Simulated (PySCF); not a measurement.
Gas-phase reaction: 2 PH₃ + H₂ + 2 SiH ⇌ 2 H₃SiPH₂

Computed with PySCF and rigid-rotor harmonic-oscillator thermochemistry at 1 bar. † marks an energy on the PBE0/def2-TZVP geometry and frequencies; other levels use their own. CCSD(T) freezes the core. Open shells (unrestricted): SiH (multiplicity 2, electronic degeneracy 4); the rest are closed-shell singlets. Spin-orbit splitting is ignored; it lowers the true energy and changes the entropy of SiH. B3LYP is the form with VWN-RPA correlation. CCSD(T) isn't extrapolated to the basis-set limit; its ΔH°(298 K) is -637.3 kJ in def2-SVP and -671.0 kJ in def2-TZVPP. The harmonic model lacks anharmonicity and excited electronic states, which grow with temperature; levels with a mode under 35 cm⁻¹ are left out. Internal rotation in H₃SiPH₂ is treated as a harmonic vibration of one conformer, which makes the entropy rough.

```json
[
 {"level": "B3LYP/def2-TZVP†", "ΔE electronic, kJ": "-678", "ΔH°(298 K), kJ": "-651", "ΔS°(298 K), J/K": "-388", "ΔG°(600 K), kJ": "-418"},
 {"level": "BLYP/def2-TZVP†", "ΔE electronic, kJ": "-648", "ΔH°(298 K), kJ": "-621", "ΔS°(298 K), J/K": "-388", "ΔG°(600 K), kJ": "-388"},
 {"level": "CCSD(T)/def2-SVP†", "ΔE electronic, kJ": "-664", "ΔH°(298 K), kJ": "-637", "ΔS°(298 K), J/K": "-388", "ΔG°(600 K), kJ": "-404"},
 {"level": "PBE/def2-SVP", "ΔE electronic, kJ": "-724", "ΔH°(298 K), kJ": "-697", "ΔS°(298 K), J/K": "-387", "ΔG°(600 K), kJ": "-465"},
 {"level": "LDA/def2-TZVP†", "ΔE electronic, kJ": "-824", "ΔH°(298 K), kJ": "-798", "ΔS°(298 K), J/K": "-388", "ΔG°(600 K), kJ": "-564"}
]
```
ΔH° is lowest at LDA/def2-TZVP† and highest at BLYP/def2-TZVP†. No reference value is set beside these.
